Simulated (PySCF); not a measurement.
Molfile (atoms numbered from 1):
```
C5H13N
     RDKit          3D

 19 18  0  0  0  0  0  0  0  0999 V2000
    2.1036   -0.1982   -0.1604 C   0  0  0  0  0  0  0  0  0  0  0  0
    0.9502   -0.3428    0.6994 N   0  0  0  0  0  0  0  0  0  0  0  0
   -0.3608   -0.0288    0.1261 C   0  0  0  0  0  0  0  0  0  0  0  0
   -0.4406    1.3829   -0.4612 C   0  0  0  0  0  0  0  0  0  0  0  0
   -0.6914   -1.0538   -0.9534 C   0  0  0  0  0  0  0  0  0  0  0  0
   -1.3655   -0.1578    1.2634 C   0  0  0  0  0  0  0  0  0  0  0  0
    2.2504    0.8081   -0.5821 H   0  0  0  0  0  0  0  0  0  0  0  0
    2.9997   -0.4541    0.4080 H   0  0  0  0  0  0  0  0  0  0  0  0
    2.0434   -0.9014   -0.9935 H   0  0  0  0  0  0  0  0  0  0  0  0
    1.0794    0.2145    1.5348 H   0  0  0  0  0  0  0  0  0  0  0  0
    0.2441    1.5085   -1.3022 H   0  0  0  0  0  0  0  0  0  0  0  0
   -1.4493    1.5957   -0.8243 H   0  0  0  0  0  0  0  0  0  0  0  0
   -0.1905    2.1316    0.2960 H   0  0  0  0  0  0  0  0  0  0  0  0
   -0.5968   -2.0649   -0.5527 H   0  0  0  0  0  0  0  0  0  0  0  0
   -1.7137   -0.9123   -1.3111 H   0  0  0  0  0  0  0  0  0  0  0  0
   -0.0276   -0.9612   -1.8157 H   0  0  0  0  0  0  0  0  0  0  0  0
   -2.3788    0.0540    0.9159 H   0  0  0  0  0  0  0  0  0  0  0  0
   -1.3391   -1.1671    1.6786 H   0  0  0  0  0  0  0  0  0  0  0  0
   -1.1345    0.5484    2.0673 H   0  0  0  0  0  0  0  0  0  0  0  0
  1  2  1  0
  2  3  1  0
  3  4  1  0
  3  5  1  0
  3  6  1  0
  1  7  1  0
  1  8  1  0
  1  9  1  0
  2 10  1  0
  4 11  1  0
  4 12  1  0
  4 13  1  0
  5 14  1  0
  5 15  1  0
  5 16  1  0
  6 17  1  0
  6 18  1  0
  6 19  1  0
M  END
```

- geometry from PBE0-D3(BJ)/def2-TZVP
- shielding tensors at B97-2/pcSseg-2 (GIAO)
- run in PySCF
- non-relativistic Hamiltonian, gas phase, single conformer, equivalent nuclei averaged

Shifts are taken against calculated references (same method and geometry level): 13C, 1H against TMS; 15N vs NH3.

```
                              atoms  nucleus  count  δ (ppm)
                                 C3      13C      1     53.3
                           C4/C5/C6      13C      3     30.4
                                 C1      13C      1     31.7
                                H10       1H      1        ?
H11/H12/H13/H14/H15/H16/H17/H18/H19       1H      9     1.05
                                 N2      15N      1        ?
                           H7/H8/H9       1H      3     2.42
```

Q: Estimate the values marked ?.

A: 
- H10: -0.06 ppm, hydrogen on an amine nitrogen; exchangeable; this is the value without hydrogen bonding to other molecules
- N2: 65.7 ppm, amine nitrogen

The OH or NH signal is concentration- and solvent-dependent in practice; the value given is the gas-phase one. Shifts are as computed. Against solution values, carbons near 30 ppm lie about +3 ppm off and those near 130 ppm about +7 ppm. Of 1211 compounds with measured shifts, 218 miss one by over three times the rms of a fit or turn the order of signals round; such compounds aren't used in these exercises. Experimental scales use liquid or dissolved standards, which lie at an offset from isolated NH3 (liquid NH3: subtract about 20 ppm).
